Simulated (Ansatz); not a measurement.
# AlH₅O: one species, many methods

One table from this session's results is given with a row withheld; the runs are named, their logs left out.

The runs use Ansatz 0.2.0, Gaussian basis; functionals in def2-TZVPP, the program's frozen cores in correlated methods.

Plan: LDA (SPW92), PBE-D4, revPBE-D4, BLYP-D4, r2SCAN-D4, B97M-V, PBE0-D4, B3LYP-D4, r2SCANh-D4, r2SCAN0-D4, HSE06-D4, BHLYP-D4, CAM-B3LYP-D4, LC-ωPBE, ωB97X-V, ωB97M-V, B2PLYP, PBE-QIDH; CCSD(T)/def2-SVP; CCSD(T)/def2-TZVPP; CCSD(T)/def2-QZVPP; extrapolation to the limit; RPA on PBE.

## The relaxed structure

All runs share one geometry, relaxed beforehand with PBE0-D4 in a triple-zeta def2 set.

SMILES `[OH2+][AlH3-]`, 7 atoms, charge 0, spin multiplicity 1.

Atoms are counted from 1 here; the program's logs count them from 0.

Bond lengths: O1–Al2 2.031 Å, O1–H3 0.964 Å, O1–H4 0.963 Å, Al2–H5 1.592 Å, Al2–H6 1.603 Å, Al2–H7 1.603 Å. Angles: Al2–O1–H3 111.3°, Al2–O1–H4 111.4°, H3–O1–H4 107.7°, O1–Al2–H5 103.1°, O1–Al2–H6 95.5°, O1–Al2–H7 95.6°, H5–Al2–H6 118.2°, H5–Al2–H7 118.2°, H6–Al2–H7 117.8°.

The first run:

File in.yaml:

```yaml
crystal:
  periodic: [false, false, false]
  atoms:
    - {symbol: O, position_ang: [-0.144382, -1.155325, -0.146307]}
    - {symbol: Al, position_ang: [0.142298, 0.855219, -0.144194]}
    - {symbol: H, position_ang: [-0.993939, -1.387607, 0.244388]}
    - {symbol: H, position_ang: [0.542146, -1.608274, 0.355533]}
    - {symbol: H, position_ang: [0.312157, 1.196235, -1.689693]}
    - {symbol: H, position_ang: [-1.252777, 1.208183, 0.561142]}
    - {symbol: H, position_ang: [1.455799, 0.823568, 0.773430]}
basis:
  gaussian: {orbitals: def2-TZVPP}
hamiltonian: {xc: lda}
output: {orbitals: {seedname: orbitals}}
```

Started as:

```console
> ansatz run in.yaml --threads 2 --pin off --events-out ev --progress --plain --max-ram 32768MiB --backend cpu
```

Among the steps run: LDA; PBE-D4 (GGA); revPBE-D4 (GGA); BLYP-D4 (GGA); r2SCAN-D4 (meta-GGA); B97M-V (meta-GGA); B3LYP-D4 (hybrid); r2SCANh-D4 (hybrid); r2SCAN0-D4 (hybrid); HSE06-D4 (hybrid); BHLYP-D4 (hybrid); CAM-B3LYP-D4 (range-separated); LC-ωPBE (range-separated); ωB97X-V (range-separated); ωB97M-V (range-separated); B2PLYP (double hybrid); PBE-QIDH (double hybrid).

One of the session's tables, all rows but one given; the rest of the session is left out.

It belongs to the step «Orbital energies across the functionals». 

```
  functional  HOMO (eV)  gap (eV)
 LDA (SPW92)          ?         ?
      PBE-D4      -6.31      4.70
   revPBE-D4      -6.29      4.76
     BLYP-D4      -6.23      4.59
   r2SCAN-D4      -6.62      5.64
      B97M-V      -6.74      5.34
     PBE0-D4      -7.58      6.85
    B3LYP-D4      -7.40      6.31
  r2SCANh-D4      -7.08      6.37
  r2SCAN0-D4      -7.78      7.45
    HSE06-D4      -7.18      6.07
    BHLYP-D4      -8.81      8.75
CAM-B3LYP-D4      -9.01      9.07
     LC-ωPBE     -10.41     11.78
     ωB97X-V     -10.05     11.25
     ωB97M-V      -9.83     10.62
```

**Question.** Estimate the row for LDA (SPW92).

The run gave: HOMO (eV): -6.34; gap (eV): 4.58. In the column «HOMO (eV)» it lies between r2SCAN-D4 (-6.62) and PBE-D4 (-6.31).
